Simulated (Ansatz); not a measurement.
Two isomers of C7H16: A = `CCC(CC)CC`, B = `CCC(C)C(C)C`.

Calculated with Ansatz (gas phase, PBE0-D4/def2-TZVP geometries, no zero-point term in ΔE). CBS: MP2 limit from def2 TZ/QZ plus the TZ coupled-cluster correction, frozen cores. DFT in def2-TZVPP. B3LYP here is the variant with VWN-RPA as its local correlation; programs differ in this. One conformer a species, not always the lowest.

(1) Which isomer does CCSD(T)/CBS put lower? Give the gap. (Best estimate.)

(2) Give E(B) − E(A) in kcal/mol with CCSD/def2-TZVPP, B3LYP-D4, HF/def2-TZVPP, BLYP-D4, B2PLYP, LDA (SPW92), ωB97M-V. (Estimate.)

Largest T1 diagnostic: 0.009.

Results:

(1) Ansatz gave: B, by 1.2 kcal/mol.

(2) Computed: CCSD/def2-TZVPP -1.0, B3LYP-D4 -0.8, HF/def2-TZVPP 0.4, BLYP-D4 -0.9, B2PLYP -0.4, LDA (SPW92) -1.2, ωB97M-V -1.1. The order is the other way round with HF/def2-TZVPP.

In def2-TZVPP, CCSD(T) changes the Hartree–Fock value by −1.6 kcal/mol (the triples alone add −0.2 kcal/mol) and MP2 by −2.0 kcal/mol. Leaving LDA and LC-ωPBE aside and taking each functional with its dispersion term where it has one, the values, not all of them listed here, spread over 0.7 kcal/mol, from revPBE-D4 to B2PLYP. LDA lies −1.2 kcal/mol from PBE without D4.
